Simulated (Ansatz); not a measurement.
C3H8O2 (`CCC(O)O`). Charge 0, multiplicity 1.

Cartesian coordinates in Å:
```
C 0.987 1.082 0.758
C 0.420 -0.308 0.539
C -0.805 -0.312 -0.349
O -1.270 -1.633 -0.407
O -0.558 0.196 -1.632
H 1.880 1.045 1.383
H 1.253 1.553 -0.190
H 0.260 1.730 1.256
H 0.146 -0.771 1.491
H 1.167 -0.967 0.079
H -1.576 0.356 0.059
H -2.053 -1.640 -0.966
H 0.149 -0.332 -2.020
```

Give the diagnostics of a CCSD(T)/def2-TZVPP run (frozen core, the Gaussian-basis code of Ansatz). (Estimate.)

The calculation gave: T1 = 0.0103, largest single amplitude 0.011, largest double 0.015, (T) share of the correlation energy 3.6 %, 9 CCSD cycles. The RHF solution is stable towards an unrestricted one. T1 lies under the customary mark of 0.02 for closed shells.
